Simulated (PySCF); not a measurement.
Species: C2H5O3S (charge -1).
Cartesian coordinates in Å at the PBE0-D3(BJ)/def2-SVP level; atoms count from 1:
```xyz
11
C2H5O3S angstrom
C     -1.3079   -0.3310    0.3491
C     -0.1852    0.6673    0.1704
S      1.4210   -0.1632   -0.0382
O      1.2340   -0.9879   -1.2561
O      2.3865    0.9480   -0.1907
O      1.5843   -0.9506    1.2073
H     -1.1010   -0.9570    1.2304
H     -1.3462   -0.9967   -0.5265
H     -2.2905    0.1557    0.4754
H     -0.0700    1.3315    1.0408
H     -0.3142    1.2893   -0.7288
```

The closed-shell ground state was solved at several levels (PySCF, density fitting, gas phase, non-relativistic). The geometry's basis has no diffuse functions, a weakness for an anion. No diffuse functions stand in pcSseg-1 and pcSseg-2, which bears on an anion's orbital energies.

```csv
level,basis functions,HOMO (eV),LUMO (eV),gap (eV)
PBE0/pcSseg-1,134,-1.86,5.35,7.21
B3LYP/def2-SVPD,176,-2.07,3.78,5.85
```

(1) What might CAM-B3LYP/pcSseg-2 (293 basis functions) give for the same quantities?

(2) Over all these levels, which gives the widest orbital gap and which the narrowest?

Results:

(1) HOMO -3.74 eV, LUMO 4.67 eV, gap 8.41 eV.

(2) CAM-B3LYP/pcSseg-2 (range-separated hybrid) has the widest, 8.41 eV, and B3LYP/def2-SVPD (global hybrid, 20 % exact exchange) the narrowest, 5.85 eV. Functional and basis both differ between the two, so the spread mixes both effects.
